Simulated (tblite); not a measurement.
Formyl fluoride, CHFO.
SMILES with atom numbers: `[O:1]=[CH:2][F:3]` (hydrogens: H4 on C2)

Computed with GFN2-xTB (tblite), gas phase: Langevin dynamics at 300 K from the optimised GFN2-xTB geometry, time step 0.5 fs, friction 0.01 fs⁻¹, 2000 steps. Over the second half of the run the saved frames average 314 K.

The optimised geometry, where the run starts:
```
atom  x, y, z in Å
O1     -0.885   -0.854   -0.001
C2     -0.089    0.005   -0.006
F3      1.230   -0.239   -0.007
H4     -0.246    1.092   -0.009
```

t = 25 fs, T = 85 K, E(pot) 0.066 eV above the start
```
atom  x, y, z in Å  |  force x, y, z in eV/Å
O1     -0.864   -0.933    0.023   -0.855  -0.471   0.204
C2     -0.122   -0.044    0.017    0.961   1.770  -0.628
F3      1.210   -0.242   -0.030    0.117  -0.028   0.148
H4     -0.257    1.095   -0.065   -0.222  -1.270   0.276
```

t = 175 fs, T = 394 K, E(pot) 0.138 eV above the start
```
atom  x, y, z in Å  |  force x, y, z in eV/Å
O1     -1.044   -1.065    0.827    0.778   0.986  -0.036
C2     -0.437   -0.080    0.628    0.305   0.975  -1.047
F3      0.605    0.004   -0.310   -0.965  -0.525   0.973
H4     -0.553    1.018    0.941   -0.119  -1.436   0.111
```

t = 325 fs, T = 165 K, E(pot) 0.072 eV above the start
```
atom  x, y, z in Å  |  force x, y, z in eV/Å
O1     -1.127   -0.888    0.828    0.441  -0.048  -0.737
C2     -0.354   -0.112    0.406   -0.133   1.244   0.622
F3     -0.079    0.126   -0.901   -0.239  -0.536   0.704
H4      0.167    0.683    1.024   -0.068  -0.660  -0.589
```

t = 450 fs, T = 188 K, E(pot) 0.049 eV above the start
```
atom  x, y, z in Å  |  force x, y, z in eV/Å
O1     -0.968   -1.235    0.815   -0.547  -0.431   0.022
C2     -0.282   -0.381    0.418   -0.364  -0.272  -1.138
F3     -0.327    0.034   -0.888    0.089  -0.135   0.882
H4      0.465    0.133    0.971    0.822   0.838   0.233
```

t = 525 fs, T = 248 K, E(pot) 0.133 eV above the start
```
atom  x, y, z in Å  |  force x, y, z in eV/Å
O1     -0.827   -1.580    0.922   -0.722  -0.351   0.483
C2     -0.157   -0.787    0.408    0.632   0.428  -1.544
F3     -0.616   -0.107   -0.741    0.853  -0.554   1.525
H4      0.923   -0.595    0.635   -0.763   0.478  -0.464
```

t = 800 fs, T = 172 K, E(pot) 0.069 eV above the start
```
atom  x, y, z in Å  |  force x, y, z in eV/Å
O1     -0.036   -2.002    0.958    0.011  -0.032  -1.447
C2     -0.012   -1.379   -0.054    0.204  -1.087   1.246
F3     -0.080   -0.072    0.026   -0.098   1.252  -0.394
H4      0.102   -1.674   -1.123   -0.117  -0.133   0.596
```

t = 850 fs, T = 143 K, E(pot) 0.048 eV above the start
```
atom  x, y, z in Å  |  force x, y, z in eV/Å
O1      0.044   -2.023    0.918    0.337  -1.030   1.221
C2      0.043   -1.451   -0.088   -0.872   0.352  -1.079
F3     -0.017   -0.119   -0.102    0.202   0.429  -0.379
H4     -0.082   -1.856   -1.115    0.332   0.248   0.236
```

t = 900 fs, T = 343 K, E(pot) 0.108 eV above the start
```
atom  x, y, z in Å  |  force x, y, z in eV/Å
O1     -0.185   -1.879    1.072   -0.643  -1.273   2.680
C2     -0.065   -1.584   -0.021    1.140   2.128  -2.222
F3      0.198   -0.257   -0.322   -0.242  -0.409  -0.164
H4      0.024   -2.115   -0.958   -0.256  -0.445  -0.293
```

t = 1000 fs
```
atom  x, y, z in Å
O1     -0.704   -1.633    1.397
C2     -0.531   -1.615    0.211
F3      0.315   -0.758   -0.381
H4     -1.107   -2.056   -0.604
```

Question: Estimate the potential energy and the forces of this last frame.

Answer: 0.089 eV above the start.

```csv
atom,Fx (eV/Å),Fy (eV/Å),Fz (eV/Å)
O1,0.565,-0.264,-2.394
C2,-0.747,0.970,1.967
F3,0.280,-0.125,0.293
H4,-0.098,-0.581,0.134
```

The bond farthest from its length at the start is O1=C2 (1.199 against 1.171 Å), and half the difference of its two atoms' forces along it is -2.24 eV/Å (positive lengthens). The largest atomic force is 2.47 eV/Å.

What follows is the cost of the whole dynamics run. On Intel Xeon at 2.50 GHz, one thread, no GPU, shared host with 64 logical CPUs at a one-minute load of 44, this took 11 s and 0.18 GiB of memory at its peak.
